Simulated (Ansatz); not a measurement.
## A reaction path, image by image

BNH₄S, closed shell, from BNH₄S ([NH2][BH][SH]) to BNH₄S ([NH3][BH][S]); PBE0-D4/def2-SVP (Ansatz 0.2.0). Settings:

```yaml
hamiltonian: {xc: pbe0, dispersion: d4}
neb:
  images: 5
  climbing: true
  max_iterations: 40
  initial_path: idpp
```

First end:

```json
{"atom": "B1", "x (Å)": "-0.4260", "y (Å)": "0.1649", "z (Å)": "-0.4666"}
{"atom": "N2", "x (Å)": "0.4944", "y (Å)": "0.7203", "z (Å)": "0.4166"}
{"atom": "S3", "x (Å)": "-0.7903", "y (Å)": "-1.6023", "z (Å)": "-0.6040"}
{"atom": "H4", "x (Å)": "0.0552", "y (Å)": "-2.0564", "z (Å)": "0.3381"}
{"atom": "H5", "x (Å)": "-1.0426", "y (Å)": "0.8726", "z (Å)": "-1.2055"}
{"atom": "H6", "x (Å)": "0.6612", "y (Å)": "1.7105", "z (Å)": "0.4544"}
{"atom": "H7", "x (Å)": "1.0482", "y (Å)": "0.1902", "z (Å)": "1.0670"}
```

Second end:

```
7
angstrom
B -0.7310 0.0827 -0.5510
N 0.5415 0.0440 0.4556
S -1.0151 -1.3317 -1.4177
H 0.9370 -0.8911 0.3508
H -1.2519 1.1611 -0.4836
H 1.2459 0.7408 0.2189
H 0.2735 0.1940 1.4269
```

The ends were relaxed with PBE0-D4 in triple zeta, so they are not quite minima here (largest force components 0.29 and 0.30 eV/Å).

Energies along the converged band: It took 10 iterations. Path lengths are measured after rigid turns and shifts between images are taken out.
| image | path length (Å) | energy (eV) |
| --- | --- | --- |
| 0 | 0.00 | 0.000 |
| 1 | 0.56 | 0.145 |
| 2 | 1.13 | 0.637 |
| 3 | 1.69 | 1.193 |
| 4 (climbing) | 2.25 | 1.793 |
| 5 | 2.68 | 1.288 |
| 6 | 3.11 | 1.108 |
Energies count from the first end.

The images between the ends:
Image 1:
```xyz
7
angstrom
B -0.4880 0.1842 -0.4405
N 0.4716 0.6645 0.4569
S -0.8029 -1.5936 -0.6136
H 0.3124 -1.9425 0.0655
H -1.1189 0.9354 -1.1446
H 0.8625 1.5929 0.3945
H 0.7632 0.1590 1.2818
```

Image 2:
```xyz
7
angstrom
B -0.5307 0.1833 -0.4157
N 0.5349 0.5289 0.4667
S -0.7290 -1.5750 -0.7625
H 0.4430 -1.7567 -0.1131
H -1.2526 0.9859 -0.9620
H 1.0440 1.3916 0.3506
H 0.4903 0.2419 1.4360
```

Image 3:
```xyz
7
angstrom
B -0.5771 0.1669 -0.4064
N 0.5657 0.3462 0.5046
S -0.6306 -1.5269 -0.9609
H 0.5029 -1.4860 -0.1813
H -1.3608 1.0206 -0.7583
H 1.1831 1.1258 0.3119
H 0.3169 0.3532 1.4905
```

Image 4:
```xyz
7
angstrom
B -0.6626 0.1319 -0.4558
N 0.5504 0.1815 0.4921
S -0.6140 -1.4788 -1.1146
H 0.5775 -1.0585 -0.0639
H -1.4064 1.0651 -0.6294
H 1.2468 0.9021 0.2892
H 0.3083 0.2566 1.4824
```

Image 5:
```xyz
7
angstrom
B -0.7282 0.0968 -0.5043
N 0.5440 0.1140 0.4640
S -0.7635 -1.4227 -1.2785
H 0.7779 -0.8608 0.1116
H -1.4065 1.0960 -0.5323
H 1.2505 0.8328 0.2746
H 0.3258 0.1439 1.4649
```

The band counts as converged below 0.05 eV/Å. The run took about 54 s on 2 CPU threads of an Arm Neoverse V2 (shared host).
